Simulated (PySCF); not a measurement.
C4H7S (charge -1).
SMILES with atom numbers: `[CH3:1]/[CH:2]=[CH:3]/[CH2:4][S-:5]` (hydrogens: H6, H7, H8 on C1; H9 on C2; H10 on C3; H11, H12 on C4)

The geometry is computed with GFN2-xTB (gas phase).

Task: What internal coordinates does the optimisation give?

Result: 
```json
{"bond": "C1–C2", "length (Å)": "1.498"}
{"bond": "C2=C3", "length (Å)": "1.330"}
{"bond": "C3–C4", "length (Å)": "1.478"}
{"bond": "C4–S5", "length (Å)": "1.822"}
{"bond": "C1–H6, C1–H7, C1–H8", "length (Å)": "1.092"}
{"bond": "C2–H9", "length (Å)": "1.084"}
{"bond": "C3–H10", "length (Å)": "1.085"}
{"bond": "C4–H11, C4–H12", "length (Å)": "1.098"}
```

Bonds in one row agree within 0.01 Å and their mean is given. A selection of angles:
```json
{"angle": "C2–C1–H6", "degrees": "110.9"}
{"angle": "H6–C1–H7", "degrees": "108.5"}
{"angle": "C1–C2–C3", "degrees": "124.8"}
{"angle": "C1–C2–H9", "degrees": "115.4"}
{"angle": "C3–C2–H9", "degrees": "119.8"}
{"angle": "C2–C3–C4", "degrees": "125.3"}
{"angle": "C2–C3–H10", "degrees": "119.6"}
{"angle": "C4–C3–H10", "degrees": "114.8"}
{"angle": "C3–C4–S5", "degrees": "105.7"}
{"angle": "C3–C4–H11", "degrees": "111.8"}
{"angle": "S5–C4–H11", "degrees": "109.6"}
{"angle": "H11–C4–H12", "degrees": "109.1"}
```

Dihedral angles: C1–C2–C3–C4 173° (antiperiplanar); C2–C3–C4–S5 -106° (anticlinal). The mirror-image conformer, all signs reversed, is as good.

The C–C distances run from 1.330 Å (C2=C3, drawn double) to 1.498 Å (C1–C2, drawn single), a spread of 0.168 Å. C2 (alkene CH carbon) is planar (angles 124.8°, 119.8° and 115.4°, sum 360.0°, 0.01 Å off the plane of its three neighbours). Of the pairs four or more bonds apart, H7···H10 is among the closest relative to their van der Waals radii: 2.41 Å, 101 % of the sum of Bondi's values. C3 (alkene CH carbon) is planar (angles 125.3°, 119.6° and 114.8°, sum 359.6°, 0.04 Å off the plane of its three neighbours).

Point group: C1 (no symmetry element, even within 0.4 Å). Whether it is a minimum is left open (no frequencies).
